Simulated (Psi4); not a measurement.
Process, species as SMILES: N#N (N2) + 3 [H][H] (H2) → 2 N (NH3)
B3LYP-D3(BJ)/def2-TZVP geometries, fixed; electronic energies without zero-point terms.

Energies in hartree at B3LYP with Psi4; the energy of full hydrogenation is their sum with the coefficients shown, times 627.509 kcal/mol a hartree. All functions are spherical. Density fitting with the program's default auxiliary sets. No added dispersion term, no relativity.

| species | coefficient | part | cc-pVDZ | cc-pVTZ | cc-pVQZ |
|---|---|---|---|---|---|
| N#N (N2) | -1 | B3LYP | -109.53281 | -109.56841 | -109.57698 |
| [H][H] (H2) | -3 | B3LYP | -1.17339 | -1.18000 | -1.18054 |
| N (NH3) | +2 | B3LYP | -56.55369 | -56.58470 | -56.59139 |

Question: Predict the energy of full hydrogenation in cc-pV5Z (X = 5): let each B3LYP step shrink by the ratio of the last two. Compare with the run.

Answer: 
- N#N (N2): steps -0.03560 and -0.00857, ratio 0.241, so B3LYP -109.57905 (run: -109.57982).
- [H][H] (H2): steps -0.00661 and -0.00054, ratio 0.082, so B3LYP -1.18058 (run: -1.18069).
- N (NH3): steps -0.03101 and -0.00669, ratio 0.216, so B3LYP -56.59284 (run: -56.59408).
Predicted -40.72 kcal/mol; the run in cc-pV5Z gives -41.59, a miss of 0.87. Keeping the value in cc-pVQZ, -40.27, would miss by 1.31. All sums are of the energies as printed.
